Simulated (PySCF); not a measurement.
An unknown is described by computed data only.

Formula: C2H2Cl3F.

| Quantity | Value |
| --- | --- |
| Triplet | lowest triplet excitation (Tamm–Dancoff): 6.44 eV [TDA wB97X-D/def2-SVPD] |
| UV, first state | lowest singlet excitation: 7.16 eV (173 nm, f = 0.013) [TDDFT wB97X-D/def2-SVPD] |
| Polarisability | 67.1 au [wB97X-D/def2-SVPD] |
| UV, strongest line | among the 10 lowest singlet transitions: S10 at 8.67 eV (143 nm, f = 0.023) [TDDFT wB97X-D/def2-SVPD] |
| 13C NMR | chemical shifts (computed TMS as zero) by class: 108.1 (1 C), 84.0 (1 C) ppm [GIAO PBE0/pcSseg-1] |
| Rotational structure | rotational constants A, B, C: 2.357, 1.455, 0.926 GHz [PBE0-D3(BJ)/def2-SVP] |
| Dipole | 0.26 D [wB97X-D/def2-SVPD] |
| Valence photoelectron | vertical ionisation energy: 11.40 eV [ΔSCF wB97X-D/def2-SVPD] |

The electronic properties come from PySCF, for the isolated species, density fitting. Levels stand in brackets. Isolated species at its PBE0-D3(BJ)/def2-SVP geometry (one conformer only). NMR values are class means; diastereotopic atoms form classes of their own.

Q: Give a SMILES that accounts for the data.

A: Numbering: `[F:1][C@H:2]([Cl:3])[CH:4]([Cl:5])[Cl:6]`. Its formula, C2H2Cl3F, gives 0 degrees of unsaturation, so no ring and no π bond. 2 carbons fall into 2 classes; from least to most shielded: sp3 C–F carbon [C2] (108.1 ppm), CHCl2 carbon [C4] (84.0 ppm). The first electron is taken from the HOMO, whose largest Löwdin shares are 0.38 on an alkyl chlorine, 0.34 on an alkyl chlorine and 0.22 on the chlorine on a fluorinated carbon. The optimised geometry has point group C1 and is an asymmetric top. Structure: 1-fluoro-1,2,2-trichloroethane (`F[C@H](Cl)C(Cl)Cl`). Computed isomers that give other values at the same levels: `FCC(Cl)(Cl)Cl` (13C chemical shifts (computed TMS as zero) by class: 118.3 (1 C), 93.0 (1 C) ppm). The assignments are read from this structure; whether some other isomer fits the data as well wasn't checked. The mirror image fits equally. NMR values of atoms bound to several Cl lack the spin–orbit term that these neighbours bring.

The values belong to the conformer `[F:1][C@H:2]([Cl:3])[CH:4]([Cl:5])[Cl:6]`: F1–C2–C4–Cl5 -178°.
